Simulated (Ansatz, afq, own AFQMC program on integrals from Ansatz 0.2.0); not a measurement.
# Atomization energy of CS2, singlet

```yaml
atoms:
  - { symbol: S, position_ang: [1.3637, -0.1568, 0.7327] }
  - { symbol: C, position_ang: [0.0000, 0.0000, 0.0000] }
  - { symbol: S, position_ang: [-1.3637, 0.1568, -0.7327] }
```

Connectivity, by distances: S–C–S.

Atoms in their ground-state spins without spin–orbit coupling (mostly on UHF) minus the molecule (RHF), without zero-point energy. The geometry is a stationary point, not shown to be a minimum.

Basis def2-TZVP. Only valence electrons are correlated. Ansatz 0.2.0 and our own AFQMC program on the same integrals; the CISD trial comes from CCSD amplitudes, and released means the phaseless constraint is let go. Error bars are statistical, one sigma. The errors of all members are added in quadrature.

No full CI on the walks' own integrals is used here. The released AFQMC energy serves as the reference, which it does only where one determinant dominates, the energy is flat over the last release times and near the phaseless one (40 meV or 2 meV an electron, half that with transition metals). On small molecules, where full CI could be run and the noise was under 10 meV, such values lay within 10 meV of it in 19 cases of 20, a flattering rate, since the rule was set on those same cases; what remains of the bias isn't in the error bar. Each member takes its own surest rung, up to full CI.

The best estimate is CCSD(T) at the basis-set limit (CBS: def2-TZVPP and def2-QZVPP, with their diffuse functions for anions and beside diffuse sets, CCSD(T) itself extrapolated) plus the step from CCSD(T) to AFQMC with the constraint released in def2-TZVP. Rows without CBS are in def2-TZVP; B2PLYP and the wave-function rows carry a basis error of their own. Core correlation and relativity beyond core potentials are missing, and ± holds the sampling alone.

Cautions: CS₂ (singlet): (T) is large, 7 % of the CCSD correlation, the released value is read at 1.50 1/Eh with a noise of 12 meV, more than in the cases checked (meV from the phaseless value at times in 1/Eh: -4 ± 5 at 0.24, -29 ± 6 at 0.51, -39 ± 8 at 0.99, -32 ± 12 at 1.50); other spins of the molecule weren't checked.

Best estimate: 278.3 ± 0.3 kcal/mol.

```csv
level,atomization energy (kcal/mol),error against the best estimate (kcal/mol)
HF,164.2,-114.1 ± 0.3
MP2,286.5,8.2 ± 0.3
CCSD,252.1,-26.2 ± 0.3
CCSD(T),266.9,-11.4 ± 0.3
CCSDT,265.9,-12.4 ± 0.3
CCSDT(Q),267.7,-10.6 ± 0.3
ph-AFQMC/CISD,267.4 ± 0.2,-10.9 ± 0.3
released AFQMC,267.7 ± 0.3,-10.6
HF/CBS,164.2,-114.1 ± 0.3
MP2/CBS,297.4,19.1 ± 0.3
CCSD(T)/CBS,277.7,-0.6 ± 0.3
PBE,302.2,23.9 ± 0.3
r2SCAN,289.0,10.7 ± 0.3
PBE0,284.3,6.0 ± 0.3
B3LYP,277.3,-1.0 ± 0.3
wB97M-V,281.4,3.1 ± 0.3
B2PLYP,279.2,0.9 ± 0.3
```

Correlation beyond CCSD(T) adds 0.6 ± 0.3 kcal/mol. Going to the basis-set limit adds 10.8 kcal/mol at CCSD(T). The perturbative (T) step is worth +14.8 kcal/mol. The functionals spread over 24.8 kcal/mol; B2PLYP and B3LYP come nearest and PBE is 23.9 kcal/mol too high.

Best estimates are given only where the step beyond CCSD(T) is under 0.3 eV and no member's determinant is very poor (T1 over 0.05, or 0.07 for open shells, ⟨S²⟩ too high by 0.3, two states mixed), so the hardest cases are missing from such tables.

The functionals ran in a triple-zeta set and keep a basis error of their own, a few kJ/mol for each bond in atomization energies and more for double hybrids, so close places among them and the extrapolated levels can swap.

CCSDT and higher add their correlation energy to the determinant of the CCSD(T) run, since their own runs factorise the integrals more tightly (a shift of under 2 meV). Each member of a difference takes its own highest rung, so a best estimate needn't equal the limit plus the step of one row. A walk keeps the symmetry of its determinant, which the program's search chose and which needn't be the lowest solution, so a lower state of the same spin and another symmetry isn't excluded. Released energies are given only where the last usable release times agree within the noise; a slower fall can still hide under it.
